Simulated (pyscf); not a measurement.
**Insertion: H₃C–In [singlet] + HO–SiH₃ → H₃C–InH–SiH₂–OH**

Gas phase, singlet surface, charge 0. Bonds broken: Si7–H9. Bonds formed: In1–Si7, In1–H9. Optimised with ωB97X-D3(BJ)/def2-SVP in PySCF.

Transition state (Å):

```xyz
11

In    -0.4121    -0.6112    -0.4760
C      0.8591     0.7339    -1.5730
H      1.7082     1.0409    -0.9432
H      0.2918     1.6361    -1.8491
H      1.2398     0.2530    -2.4852
O     -1.5744    -0.8695     3.0214
Si    -1.9867    -1.1144     1.4177
H     -1.2773     0.0314     3.1970
H     -1.0130     0.4901     1.1326
H     -2.2826    -2.5778     1.4952
H     -3.2000    -0.4469     0.8550
```

One imaginary mode, 317i cm⁻¹; descent along it reached the two sides named, in the forms told below.

```
bond     change  reactant side (Å)  saddle  product side
-------  ------  -----------------  ------  ------------
Si7–H9   breaks              1.501   1.898           3.7
In1–Si7   forms                3.3   2.514         2.560
In1–H9    forms                2.7   2.040         1.744
```

Electronic energies relative to the separated reactants (kJ/mol):

```tsv
level	barrier	reaction energy	reverse barrier
ωB97X-D3(BJ)/def2-TZVP	84.4	-37.5	121.9
PBE/def2-TZVP	79.7	-4.3	83.9
r²SCAN/def2-TZVP	79.0	-13.7	92.6
B3LYP-D3(BJ)/def2-TZVP	112.3	+10.7	101.6
PBE0-D3(BJ)/def2-TZVP	84.4	-16.9	101.2
M06-2X/def2-TZVP	110.8	+4.7	106.1
ωB97M-D3(BJ)/def2-TZVP	111.1	-3.9	114.9
HF/def2-TZVP	180.8	+24.1	156.7
```

With ωB97M-D3(BJ)/def2-TZVP energies and thermal terms (ideal gas, 1 atm, RRHO with modes under 100 cm⁻¹ raised to 100, one conformer, R ln 2 for chiral ones without a mode under 150 cm⁻¹), in kJ/mol:

```
T (K)    ΔH‡    ΔG‡     ΔH      ΔG
-----  -----  -----  -----  ------
298    109.5  156.2   -2.4   +39.1
600    111.7  202.9   +2.8   +79.2
900    114.8  247.8   +8.4  +116.2
1200   118.0  291.6  +13.8  +151.4
```

On the reactant side the descent ends in a complex (not fully relaxed), 21.7 kJ/mol under the separated species and 106.1 kJ/mol under the saddle at ωB97X-D3(BJ)/def2-TZVP. The reactants may also form a dative adduct at H₃C–In [singlet]; it and routes through it were not searched. The same reactants have a lower exit, to H₃Si–O–In [singlet] + CH₄ (barrier +4.0 kJ/mol at ωB97M-D3(BJ)/def2-TZVP, against +111.1 kJ/mol here). One saddle was located; it need not be the lowest between these sides. Elements past Kr carry the def2 core potentials, without spin-orbit coupling.
